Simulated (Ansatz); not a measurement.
V (bcc): energy against volume

Computed with Ansatz, DFT, PBEsol, plane waves (420 eV) with PAW, scalar-relativistic. (PAW data from PBE, frozen cores regenerated.)

The cell is scaled uniformly from the relaxed one, with fractional coordinates and shape fixed. Energies are extrapolated to zero smearing, pressures are those at the given smearing. Magnetic state: spin not included.

A Birch-Murnaghan fit gives V₀ = 12.94 Å³/atom, B₀ = 197 GPa, B₀′ = 3.8.

What are the energy above the minimum and the pressure at 11.409 Å³/atom?

136.8 meV/atom and 31.83 GPa as computed.

What are the energy above the minimum and the pressure at 11.927 Å³/atom?

56.0 meV/atom and 19.17 GPa as computed.

What are the energy above the minimum and the pressure at 14.001 Å³/atom?

46.8 meV/atom and -12.95 GPa as computed.
